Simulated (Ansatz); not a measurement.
System: CsYCdSe3 (Cmcm, No. 63). Method: PBEsol (plane waves, PAW; Ansatz, a quantum-chemistry and plane-wave program).

Numerical settings: plane-wave cutoff 520 eV, 8×8×4 k mesh (along the axes of the cell as run), Fermi–Dirac smearing 0.01 eV, scalar-relativistic PAW data made under PBE.

Cell (measured lattice):

```cif
data_Cd4Cs4Se12Y4
_chemical_formula_sum 'Cs4 Y4 Cd4 Se12'
_space_group_name_H-M_alt 'Cmcm'
_space_group_IT_number 63
_space_group_name_Hall '-C 2c 2'
_cell_length_a 4.23860
_cell_length_b 15.81900
_cell_length_c 11.06390
_cell_angle_alpha 90.000
_cell_angle_beta 90.000
_cell_angle_gamma 90.000
loop_
_atom_site_label
_atom_site_type_symbol
_atom_site_symmetry_multiplicity
_atom_site_Wyckoff_symbol
_atom_site_fract_x
_atom_site_fract_y
_atom_site_fract_z
_atom_site_occupancy
Cs1 Cs 4 c 0.00000 0.25761 0.25000 1
Y1 Y 4 a 0.00000 0.00000 0.00000 1
Cd1 Cd 4 c 0.00000 0.54234 0.25000 1
Se1 Se 8 f 0.00000 0.62038 0.04507 1
Se2 Se 4 c 0.00000 0.05921 0.75000 1
```
(The calculation used a cell of 12 atoms; values per cell refer to that cell.)

Q: What does this level give for the band gap?

A: 
band gap: 2.09 eV

Note: cell and atoms aren't relaxed at this level (largest force component 0.07 eV/Å, pressure -0.4 GPa).

Spin–orbit coupling is not included.

Computed values are for the static lattice.
